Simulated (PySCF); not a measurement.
A PySCF script (with the pyscf-properties extension) for the NMR shieldings of `P(/C=C\C)CC`, C5H11P, on a PBE0-D3(BJ)/def2-SVP geometry:

```python
import basis_set_exchange as bse
import numpy as np
from pyscf import gto, dft
from pyscf.prop import nmr

atoms = """
C     2.876552   -0.338662    0.555309
C     2.076544    0.863996    0.181360
C     0.858620    0.868979   -0.377584
P    -0.114890   -0.569153   -0.944886
C    -1.834822    0.083822   -0.662413
C    -2.172979    0.542448    0.746138
H     3.883889   -0.292373    0.109650
H     3.021220   -0.395121    1.647977
H     2.406592   -1.276738    0.226695
H     2.542774    1.834497    0.394705
H     0.407992    1.840531   -0.618712
H    -0.031116   -1.368454    0.239403
H    -2.521119   -0.713121   -0.994165
H    -1.964751    0.904183   -1.389760
H    -1.485498    1.331251    1.088171
H    -3.199069    0.940468    0.804153
H    -2.095595   -0.290896    1.461917
"""
names = dict.fromkeys(["C", "P", "H"], "pcSseg-1")
basis = {el: gto.basis.parse(bse.get_basis(n, elements=[el], fmt="nwchem")) for el, n in names.items()}
mol = gto.M(atom=atoms, basis=basis, charge=0, verbose=0)
mf = dft.RKS(mol, xc="PBE0")
mf.grids.level = 2
mf.grids.alignment = dft.numint.BLKSIZE   # the property module wants whole blocks of grid points
mf.conv_tol = 1e-9
mf.kernel()

calc = nmr.RKS(mf)   # GIAO
C = mf.mo_coeff
Co = C[:, mf.mo_occ > 0]
resp = mf.gen_response(singlet=True, hermi=2)
def vind(x):   # induced exchange potential for any number of trial vectors
    d = np.einsum("pi,xij,qj->xpq", C, 2 * x.reshape(-1, C.shape[1], Co.shape[1]), Co, optimize=True)
    return np.einsum("xpq,pi,qj->xij", resp(d - d.transpose(0, 2, 1)), C, Co, optimize=True).ravel()
mo1, _ = nmr.rhf.solve_mo1(calc, with_cphf=vind)
sigma = calc.kernel(mo1)
for i, s in enumerate(sigma):   # ppm
    w = np.linalg.eigvalsh((s + s.T) / 2)
    print("%2d %-2s iso %8.1f  s11 %8.1f  s22 %8.1f  s33 %8.1f" % (i, mol.atom_pure_symbol(i), w.mean(), *w))
```

Question: What are the results?

Answer: 
```
 0 C  iso    164.9  s11    150.7  s22    163.9  s33    180.3
 1 C  iso     42.0  s11    -79.9  s22     48.8  s33    157.0
 2 C  iso     51.3  s11    -54.5  s22     66.6  s33    141.7
 3 P  iso    388.2  s11    344.3  s22    386.8  s33    433.4
 4 C  iso    165.9  s11    157.8  s22    166.1  s33    173.8
 5 C  iso    166.5  s11    147.8  s22    167.0  s33    184.8
 6 H  iso     29.5  s11     25.8  s22     26.8  s33     35.8
 7 H  iso     29.5  s11     26.0  s22     27.0  s33     35.6
 8 H  iso     29.6  s11     24.9  s22     31.2  s33     32.6
 9 H  iso     25.1  s11     22.7  s22     23.9  s33     28.8
10 H  iso     25.8  s11     23.9  s22     24.4  s33     29.2
11 H  iso     27.1  s11     23.2  s22     27.7  s33     30.4
12 H  iso     29.8  s11     24.4  s22     28.3  s33     36.8
13 H  iso     30.0  s11     25.5  s22     28.3  s33     36.1
14 H  iso     29.8  s11     25.0  s22     30.2  s33     34.3
15 H  iso     29.9  s11     24.8  s22     27.1  s33     37.9
16 H  iso     30.5  s11     26.5  s22     28.6  s33     36.3
```

These numbers come from an equivalent density-fitted implementation of the same equations, which agrees with the script to about 0.01 ppm for H and up to a few tenths of a ppm for heavy atoms, so last digits may differ.

Size and cost of the density-fitted run: 164 basis functions, 16 s wall time on 1 thread of an Arm Neoverse V2, shared host; peak memory 0.82 GiB.
